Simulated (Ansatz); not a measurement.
Relaxation of C₄H₅ (9 atoms, charge 1, multiplicity 1), to a largest force component of 0.02 eV/Å in at most 50 steps.

These are results of RKS PBE0-D4/def2-SVP in Ansatz, not measurements.

```xyz
9
Properties=species:S:1:pos:R:3
C 0.346 0.731 -2.455
C 0.635 0.467 -1.328
C 0.388 0.435 0.117
C -0.539 -0.627 0.577
H 1.444 0.208 0.383
H 0.133 1.434 0.486
H -1.587 -0.379 0.368
H 1.349 -0.335 -1.144
H -0.516 -0.660 1.677
```

Q: Where does it end, and by what steps?

A: It converged. The force dipped under the threshold on the way, but the program's further checks kept it going. After 24 steps the energy has fallen by 4.930 eV; H6 moved furthest, 1.22 Å. The start is strongly strained (largest force component 9 eV/Å), so its close contacts needn't be bonds. Parted: C3–H6 (1.09 → 2.08 Å). Joined: C4–H6 (2.17 → 1.11 Å).

```
step  energy less start (eV)  largest force component (eV/Å)  accepted
   0                  0.0000                           9.331       yes
   1                 -2.3491                           3.268       yes
   2                 -3.0456                           1.223       yes
   3                 -3.3322                           1.141       yes
   4                 -3.4904                           0.940       yes
   5                 -3.5590                           1.303       yes
   6                 -3.7086                           1.016       yes
   7                 -3.9117                           1.138       yes
   8                 -4.1508                           1.254       yes
   9                 -4.3934                           2.091       yes
  10                 -4.5828                           1.936       yes
  11                 -4.7630                           0.679       yes
  12                 -4.8224                           0.807       yes
  13                 -4.7138                           1.646        no
  14                 -4.8509                           0.646       yes
  15                 -4.8857                           0.285       yes
  16                 -4.9096                           0.219       yes
  17                 -4.9065                           0.450        no
  18                 -4.9213                           0.180       yes
  19                 -4.9279                           0.055       yes
  20                 -4.9290                           0.038       yes
  21                 -4.9290                           0.070        no
  22                 -4.9294                           0.041       yes
  23                 -4.9298                           0.019       yes
  24                 -4.9300                           0.020       yes
```

```xyz
9
Properties=species:S:1:pos:R:3
C -0.075 0.077 -2.316
C 0.878 0.106 -1.375
C 0.675 0.149 0.011
C -0.598 0.165 0.697
H 1.583 0.174 0.631
H -0.609 1.046 1.376
H -1.494 0.142 0.065
H 1.893 0.094 -1.831
H -0.601 -0.678 1.422
```

Whether the end is a true minimum wasn't checked by a vibrational analysis.

Run time: 68 s on 1 thread of Arm Neoverse V1 (shared host), peak memory 0.14 GiB.
